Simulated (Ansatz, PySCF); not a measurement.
This Ansatz (a quantum-chemistry and plane-wave program) input computes a BLYP/def2-TZVPD energy:

Ansatz 0.2 input:
```yaml
crystal:
  periodic: [false, false, false]
  atoms:
    - {symbol: C, position_ang: [-0.00000000, -0.00000000, -0.62165074]}
    - {symbol: C, position_ang: [0.00000000, 0.00000000, 0.62165074]}
    - {symbol: H, position_ang: [0.00000000, 0.00000000, 1.70119702]}
    - {symbol: H, position_ang: [-0.00000000, -0.00000000, -1.70119702]}
basis:
  gaussian:
    orbitals: def2-TZVPD
hamiltonian:
  xc: {name: BLYP}
total_charge: 1
magnetization: {spin_polarized: true, initial_magnetization: 1}
output: {forces: true}
```

**Question.** Write an input for the same energy in PySCF and say what it gives.

**Answer.** 
```python
from pyscf import gto, scf, dft

mol = gto.M(
    atom='''
    C    -0.00000000   -0.00000000   -0.62165074
    C     0.00000000    0.00000000    0.62165074
    H     0.00000000    0.00000000    1.70119702
    H    -0.00000000   -0.00000000   -1.70119702
    ''',
    basis='def2-tzvpd',
    charge=1,
    spin=1,
    symmetry='D2h',
    verbose=4,
)

mf = dft.UKS(mol, xc='blyp').density_fit(auxbasis='def2-universal-jkfit')
mf.grids.level = 3
mf.conv_tol = 1e-9
mf.max_cycle = 100
mf.max_memory = 1500
mf.kernel()
if not mf.converged:
    mf = mf.newton()
    mf.kernel(mf.make_rdm1())
mf.analyze()
```
It gives -76.92363 Eh, and Ansatz -76.92359 Eh, a difference of 0.04 mEh, from the treatment of integrals and grids.
